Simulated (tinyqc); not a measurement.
Inside a calculation (part 2 of 2). Method: CCSD on RHF in the sto-3g basis, frozen core, for H3O+, spin multiplicity 1. Computed by tinyqc, a small Python program that keeps every step (integrals from PySCF). Command: `OMP_NUM_THREADS=1 python tinyqc.py 21558 21559 out.jsonl` (the two numbers bound the seeds that draw the settings). One thread of a shared host (Intel(R) Xeon(R) Processor @ 2.60GHz), about 0.3 s of CPU time with the checks.

Geometry (angstrom):
```
atom          x          y         z
O      0.000000   0.000000  0.298000
H      1.041000   0.000000  0.000000
H     -0.520000   0.901000  0.000000
H     -0.520000  -0.901000  0.000000
```

## Convergence

Stop when the energy changes by less than 1e-10 hartree and every element of the error matrix X^T (F D S - S D F) X is below 3e-06.

Course of the cycle:
```
iteration   E (hartree)     change  largest element of the error matrix
1          -71.20308934          -                             1.37e+00
2          -75.16784111  -3.96e+00                             4.03e-01
3          -75.30499533  -1.37e-01                             6.20e-02
4          -75.30720555  -2.21e-03                             9.40e-03
5          -75.30727016  -6.46e-05                             8.63e-04
6          -75.30727160  -1.45e-06                             1.42e-04
7          -75.30727164  -3.64e-08                             3.02e-06
8          -75.30727164  -1.50e-11                             3.64e-08
```

PySCF RHF in the same basis = -75.30727164 hartree

Converged in 8 iterations.

## Integrals over molecular orbitals

coefficients C, order 1O 1s, 1O 2s, 1O 2px, 1O 2py, 1O 2pz, 2H 1s, 3H 1s, 4H 1s:
```
[[0.994236, -0.240602, 0.000000, -0.000065, -0.053775, -0.148227, -0.000283, 0.000000],
 [0.025613, 0.888512, 0.000000, 0.000357, 0.265306, 0.902674, 0.001925, 0.000000],
 [-0.000003, -0.000121, 0.000000, 0.701109, -0.000248, 0.001327, -0.870765, 0.000000],
 [0.000000, 0.000000, 0.701014, 0.000000, 0.000000, 0.000000, 0.000000, 0.871103],
 [-0.002120, -0.086475, 0.000000, 0.000245, 0.949417, -0.353052, -0.000727, 0.000000],
 [-0.004297, 0.098525, 0.000000, 0.415555, -0.099546, -0.623739, 0.906285, 0.000000],
 [-0.004303, 0.098670, 0.359862, -0.207732, -0.099419, -0.621869, -0.454781, -0.786052],
 [-0.004303, 0.098670, -0.359862, -0.207732, -0.099419, -0.621869, -0.454781, 0.786052]]
```

core Hamiltonian H = T + V (hartree), order 1O 1s, 1O 2s, 1O 2px, 1O 2py, 1O 2pz, 2H 1s, 3H 1s, 4H 1s:
```
[[-33.081990, -7.698272, 0.000011, 0.000000, 0.010028, -1.311644, -1.313780, -1.313780],
 [-7.698272, -9.701950, 0.000113, 0.000000, 0.122142, -3.150596, -3.154298, -3.154298],
 [0.000011, 0.000113, -7.943741, 0.000000, -0.000046, -2.215525, 1.108427, 1.108427],
 [0.000000, 0.000000, 0.000000, -7.943915, 0.000000, 0.000000, -1.920540, 1.920540],
 [0.010028, 0.122142, -0.000046, 0.000000, -7.835353, 0.665582, 0.666594, 0.666594],
 [-1.311644, -3.150596, -2.215525, 0.000000, 0.665582, -4.876096, -1.045944, -1.045944],
 [-1.313780, -3.154298, 1.108427, -1.920540, 0.666594, -1.045944, -4.878336, -1.046747],
 [-1.313780, -3.154298, 1.108427, 1.920540, 0.666594, -1.045944, -1.046747, -4.878336]]
```

Given earlier and not repeated: Two-electron integrals (ij|kl) in chemists' order.

(pq|rs) = sum C_ip C_jq C_kr C_ls (ij|kl), one index at a time.

one-electron integrals over orbitals h = C^T H C (hartree):
```
[[-33.064833, 0.568098, 0.000000, 0.000153, 0.117749, 0.333317, 0.000635, 0.000000],
 [0.568098, -8.068116, 0.000000, -0.000080, -0.190034, -1.382402, -0.002761, 0.000000],
 [0.000000, 0.000000, -6.834160, 0.000000, 0.000000, 0.000000, 0.000000, -1.770836],
 [0.000153, -0.000080, 0.000000, -6.833736, -0.000359, -0.003348, 1.771012, 0.000000],
 [0.117749, -0.190034, 0.000000, -0.000359, -7.688389, 0.623433, 0.000530, 0.000000],
 [0.333317, -1.382402, 0.000000, -0.003348, 0.623433, -4.946177, 0.000567, 0.000000],
 [0.000635, -0.002761, 0.000000, 1.771012, 0.000530, 0.000567, -5.502108, 0.000000],
 [0.000000, 0.000000, -1.770836, 0.000000, 0.000000, 0.000000, 0.000000, -5.502686]]
```

Two-electron integrals over orbitals (pq|rs), unique and non-zero (hartree); the lowest 1 orbital is frozen and left out:
```
(22|22) 0.725229    (32|32) 0.134565    (33|22) 0.647262    (33|33) 0.645427
(42|22) -0.000056   (42|33) -0.032912   (42|42) 0.134515    (43|32) -0.032905
(43|43) 0.040692    (44|22) 0.647199    (44|33) 0.563968    (44|42) 0.032967
(44|44) 0.645395    (52|22) -0.008714   (52|33) 0.005782    (52|42) 4.16e-06
(52|44) 0.005779    (52|52) 0.142189    (53|32) 0.001406    (53|43) 0.005875
(53|53) 0.034588    (54|22) 0.000031    (54|33) 0.005902    (54|42) 0.001403
(54|44) -0.005850   (54|52) 0.000037    (54|54) 0.034593    (55|22) 0.734762
(55|33) 0.638303    (55|42) 0.000026    (55|44) 0.638283    (55|52) 0.074323
(55|54) 0.000064    (55|55) 0.860872    (62|22) 0.140173    (62|33) 0.094417
(62|42) 0.000108    (62|44) 0.094413    (62|52) -0.022783   (62|54) 0.000030
(62|55) 0.144467    (62|62) 0.076530    (63|32) -0.012238   (63|43) 0.026243
(63|53) 0.007710    (63|63) 0.054988    (64|22) 0.000339    (64|33) 0.026503
(64|42) -0.012303   (64|44) -0.026012   (64|52) 0.000053    (64|54) 0.007743
(64|55) 0.000363    (64|62) 0.000188    (64|64) 0.055158    (65|22) -0.072004
(65|33) -0.041565   (65|42) 0.000055    (65|44) -0.041516   (65|52) 0.042044
(65|54) 0.000035    (65|55) -0.066725   (65|62) -0.045793   (65|64) -0.000101
(65|65) 0.038919    (66|22) 0.510295    (66|33) 0.487780    (66|42) 0.000284
(66|44) 0.488033    (66|52) -0.046652   (66|54) -0.000056   (66|55) 0.486713
(66|62) 0.051120    (66|64) -0.000090   (66|65) -0.033178   (66|66) 0.464445
(72|22) 0.000293    (72|33) -0.009438   (72|42) -0.053445   (72|44) 0.009781
(72|52) -0.000013   (72|54) -0.014951   (72|55) 0.000297    (72|62) 0.000068
(72|64) -0.034675   (72|65) -0.000092   (72|66) 0.000079    (72|72) 0.054347
(73|32) -0.035615   (73|43) 0.005114    (73|53) 0.006552    (73|63) 0.026891
(73|73) 0.033133    (74|22) -0.170215   (74|33) -0.131429   (74|42) 0.035541
(74|44) -0.121331   (74|52) -0.031898   (74|54) -0.006562   (74|55) -0.193277
(74|62) -0.081123   (74|64) -0.027040   (74|65) 0.034181    (74|66) -0.037201
(74|72) 0.000879    (74|74) 0.150755    (75|22) -0.000056   (75|33) 0.011168
(75|42) -0.032096   (75|44) -0.011255   (75|52) 0.000097    (75|54) -0.021007
(75|55) -0.000040   (75|62) -0.000078   (75|64) 0.015450    (75|65) 0.000009
(75|66) -0.000133   (75|72) 0.009234    (75|74) -0.012497   (75|75) 0.029052
(76|22) 0.000007    (76|33) 0.042967    (76|42) -0.093607   (76|44) -0.043098
(76|52) -0.000071   (76|54) 0.015684    (76|55) -0.000074   (76|62) -0.000036
(76|64) 0.053099    (76|65) -0.000080   (76|66) -0.000372   (76|72) 0.004275
(76|74) -0.049259   (76|75) 0.027639    (76|76) 0.119236    (77|22) 0.568934
(77|33) 0.506638    (77|42) 0.030128    (77|44) 0.580989    (77|52) 0.003941
(77|54) -0.010590   (77|55) 0.564455    (77|62) 0.066494    (77|64) -0.042250
(77|65) -0.025330   (77|66) 0.472582    (77|72) 0.019459    (77|74) -0.066249
(77|75) -0.013842   (77|76) -0.060978   (77|77) 0.564175    (82|32) 0.053414
(82|43) 0.009643    (82|53) 0.014953    (82|63) 0.034679    (82|73) 0.001161
(82|82) 0.054352    (83|22) 0.170152    (83|33) 0.121284    (83|42) 0.035607
(83|44) 0.131458    (83|52) 0.031897    (83|54) -0.006513   (83|55) 0.193261
(83|62) 0.081134    (83|64) -0.026681   (83|65) -0.034125   (83|66) 0.037504
(83|72) 0.001251    (83|74) -0.086348   (83|75) -0.012575   (83|76) -0.049435
(83|77) 0.101424    (83|83) 0.150822    (84|32) 0.035617    (84|43) -0.005070
(84|53) -0.006529   (84|63) -0.026792   (84|73) -0.031515   (84|82) -0.001085
(84|84) 0.033049    (85|32) 0.032099    (85|43) -0.011186   (85|53) 0.021015
(85|63) -0.015402   (85|73) -0.012563   (85|82) 0.009234    (85|84) 0.012546
(85|85) 0.029049    (86|32) 0.093551    (86|43) -0.042870   (86|53) -0.015635
(86|63) -0.052815   (86|73) -0.049411   (86|82) 0.004314    (86|84) 0.049331
(86|85) 0.027577    (86|86) 0.118839    (87|32) 0.030619    (87|43) -0.037374
(87|53) -0.010657   (87|63) -0.042593   (87|73) -0.017919   (87|82) -0.019299
(87|84) 0.017843    (87|85) 0.013948    (87|86) 0.061335    (87|87) 0.048991
(88|22) 0.569062    (88|33) 0.581207    (88|42) -0.030435   (88|44) 0.506546
(88|52) 0.003956    (88|54) 0.010662    (88|55) 0.564551    (88|62) 0.066557
(88|64) 0.042729    (88|65) -0.025408   (88|66) 0.472223    (88|72) -0.019170
(88|74) -0.101575   (88|75) 0.013892    (88|76) 0.061261    (88|77) 0.467179
(88|83) 0.066084    (88|88) 0.564649
```

## CCSD: starting amplitudes

orbital energies (hartree): [-20.820823, -1.705139, -1.019042, -1.018805, -0.868971, 0.018541, 0.192802, 0.193331]

t_ij^ab = <ij||ab> / (e_i + e_j - e_a - e_b), whose energy is MP2.

Starting amplitudes (spin orbitals 1a, 1b, ...; amplitudes related by a flip of all spins are not repeated; the 24 largest):
```
from      to          t
4a 4b  7a 7b  -0.062213
3a 3b  8a 8b  -0.062201
3a 4b  7b 8a  -0.035622
2a 4b  6a 7b   0.027637
2a 3b  6a 8b  -0.027634
4a 4b  6a 6b  -0.026586
3a 3b  6a 6b  -0.026498
3a 4a  7a 8a  -0.022621
2a 2b  6a 6b  -0.022199
5a 5b  6a 6b  -0.021926
2a 5b  6a 6b   0.017537
4a 5b  6b 7a   0.016284
3a 5b  6b 8a  -0.016251
2a 4a  6a 7a   0.015824
2a 3a  6a 8a  -0.015822
2a 2b  7a 7b  -0.014317
2a 2b  8a 8b  -0.014315
5a 5b  7a 7b  -0.013681
5a 5b  8a 8b  -0.013673
3a 3b  7a 7b  -0.013671
4a 4b  8a 8b  -0.013633
3a 4b  7a 8b   0.013001
4a 4b  6a 7b   0.012024
3a 3b  6a 7b  -0.011954
```

correlation energy = -0.05867515 hartree

## CCSD: amplitude update 1

t_i^a D_i^a and t_ij^ab D_ij^ab are set to the remaining terms of the spin-orbital equations, evaluated with the old amplitudes; for the doubles these are <ij||ab> + 1/2 <ab||ef> t_ij^ef + 1/2 <mn||ij> t_mn^ab + P(ij)P(ab) <mb||ej> t_im^ae + terms in t^2 + terms with t1, D the orbital-energy denominators.

Amplitudes after update 1 (spin orbitals 1a, 1b, ...; amplitudes related by a flip of all spins are not repeated; the 24 largest):
```
from      to          t
4a 4b  7a 7b  -0.076904
3a 3b  8a 8b  -0.076889
3a 4b  7b 8a  -0.040860
4a 4b  6a 6b  -0.034321
3a 3b  6a 6b  -0.034198
2a 4b  6a 7b   0.032867
2a 3b  6a 8b  -0.032861
5a 5b  6a 6b  -0.025172
2a 2b  6a 6b  -0.023367
2a 5b  6a 6b   0.022212
3a 4a  7a 8a  -0.020919
3a 4b  7a 8b   0.019941
4a 5b  6b 7a   0.019062
3a 5b  6b 8a  -0.019017
2a 4b  6b 7a  -0.017851
2a 3b  6b 8a   0.017844
4a 4b  6a 7b   0.016641
3a 3b  6a 7b  -0.016559
3a 4b  6a 8b   0.016491
3a 4b  6b 8a  -0.016445
3a 3b  7a 7b  -0.016214
4a 4b  8a 8b  -0.016161
2a 2b  7a 7b  -0.015504
2a 2b  8a 8b  -0.015504
```

correlation energy = -0.07015875 hartree

## CCSD: amplitude update 2

As before.

Amplitudes after update 2 (spin orbitals 1a, 1b, ...; amplitudes related by a flip of all spins are not repeated; the 24 largest):
```
from      to          t
4a 4b  7a 7b  -0.082132
3a 3b  8a 8b  -0.082114
3a 4b  7b 8a  -0.042161
4a 4b  6a 6b  -0.037206
3a 3b  6a 6b  -0.037069
2a 4b  6a 7b   0.034289
2a 3b  6a 8b  -0.034281
5a 5b  6a 6b  -0.026900
2a 5b  6a 6b   0.024319
2a 2b  6a 6b  -0.024173
3a 4b  7a 8b   0.023308
4a 5b  6b 7a   0.020570
3a 5b  6b 8a  -0.020519
2a 4b  6b 7a  -0.020324
2a 3b  6b 8a   0.020314
3a 4a  7a 8a  -0.018853
4a 4b  6a 7b   0.018308
3a 3b  6a 7b  -0.018220
3a 4b  6a 8b   0.018141
3a 4b  6b 8a  -0.018100
3a 3b  7a 7b  -0.016782
4a 4b  8a 8b  -0.016724
5a        6a   0.016636
2a 2b  8a 8b  -0.015781
```

correlation energy = -0.07395820 hartree

## CCSD: convergence

E_corr = 1/4 sum <ij||ab> t_ij^ab + 1/2 sum <ij||ab> t_i^a t_j^b; stop when the norm of the change is below 1e-8.

Course of the amplitude iterations:
```
update  correlation energy (hartree)  norm of the change
0                        -0.05867515                   -
1                        -0.07015875            7.78e-02
2                        -0.07395820            3.13e-02
3                        -0.07641599            1.39e-02
4                        -0.07642888            2.65e-03
5                        -0.07645009            5.97e-04
6                        -0.07644960            1.23e-04
7                        -0.07644952            1.66e-05
8                        -0.07644956            3.48e-06
9                        -0.07644954            6.14e-07
10                       -0.07644954            1.10e-07
11                       -0.07644954            1.68e-08
12                       -0.07644954            3.19e-09
```

Converged amplitudes (spin orbitals 1a, 1b, ...; amplitudes related by a flip of all spins are not repeated; the 24 largest):
```
from      to          t
4a 4b  7a 7b  -0.085761
3a 3b  8a 8b  -0.085737
3a 4b  7b 8a  -0.042929
4a 4b  6a 6b  -0.038396
3a 3b  6a 6b  -0.038254
2a 4b  6a 7b   0.034872
2a 3b  6a 8b  -0.034863
5a 5b  6a 6b  -0.029088
2a 5b  6a 6b   0.026691
3a 4b  7a 8b   0.026233
5a        6a   0.025169
2a 2b  6a 6b  -0.025137
4a 5b  6b 7a   0.022689
3a 5b  6b 8a  -0.022633
2a 4b  6b 7a  -0.022075
2a 3b  6b 8a   0.022064
4a 4b  6a 7b   0.018988
3a 3b  6a 7b  -0.018894
3a 4b  6a 8b   0.018807
3a 4b  6b 8a  -0.018770
3a 3b  7a 7b  -0.016720
3a 4a  7a 8a  -0.016696
4a 4b  8a 8b  -0.016659
4a 5b  6a 7b  -0.016376
```

CCSD total energy = -75.38372118 hartree

T1 diagnostic, norm of the one-spin t1 over sqrt(correlated electrons) = 0.011140

Converged in 12 updates, with DIIS from the third.
